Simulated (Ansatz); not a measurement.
Method: Ansatz (an electronic-structure program) with frozen-core CCSD(T)/cc-pVTZ // PBE0-D3(BJ)/def2-TZVP.

Ansatz 0.2 input:
```yaml
crystal:
  periodic: [false, false, false]
  atoms:
    - { symbol: O, position_ang: [0.486531, -0.000003, -0.000002] }
    - { symbol: H, position_ang: [-0.486531, 0.000003, 0.000002] }
basis:
  gaussian: { orbitals: cc-pVTZ }
correlation:
  method: ccsd_t
magnetization:
  spin_polarized: true
  initial_magnetization: 1
```

Output:

```
Functional definition: HF
261 factors; integrals over basis functions are off by at most 8.8e-4 eV
mean field evaluation 1: about -2051.7658 eV, gradient 1.2e1 eV
mean field evaluation 2: about -2051.7661 eV, gradient 1.2e1 eV
mean field evaluation 4: about -2052.2522 eV, gradient 1.3e0 eV
mean field evaluation 8: about -2052.2590 eV, gradient 5.9e-4 eV
mean field evaluation 16: about -2050.8057 eV, gradient 1.6e1 eV
mean field evaluation 32: about -2052.2590 eV, gradient 5.7e-2 eV
mean field -2052.25904445 eV, -75.4191288123 hartree, gradient 1.6e-6 eV, S^2 0.756092; 2 other end points of the search recorded, 0 dependent functions left out
1 core orbitals not correlated
reference -2052.25904445 eV, -75.4191288123 hartree; 4, 3 occupied and 39, 40 virtual orbitals, 261 factors
second order -5.43542995 eV of doubles, -0.00000000 eV of singles
cycle   1  -5.68386704 eV  change   -2.5e-1 eV  update   3.2e-2
cycle   2  -5.79587946 eV  change   -1.1e-1 eV  update   1.1e-2
cycle   3  -5.80903245 eV  change   -1.3e-2 eV  update   3.9e-3
cycle   4  -5.80852957 eV  change    5.0e-4 eV  update   1.5e-3
cycle   5  -5.80915207 eV  change   -6.2e-4 eV  update   6.3e-4
cycle   6  -5.80930348 eV  change   -1.5e-4 eV  update   2.2e-4
cycle   7  -5.80932335 eV  change   -2.0e-5 eV  update   7.1e-5
cycle   8  -5.80930687 eV  change    1.6e-5 eV  update   2.3e-5
cycle   9  -5.80930748 eV  change   -6.0e-7 eV  update   6.3e-6
perturbative correction -0.13885280 eV, -0.0051027463 hartree
Total energy: -2058.20720473 eV, -75.6377196707 hartree
```

Cost: roughly 1.0 core-seconds.
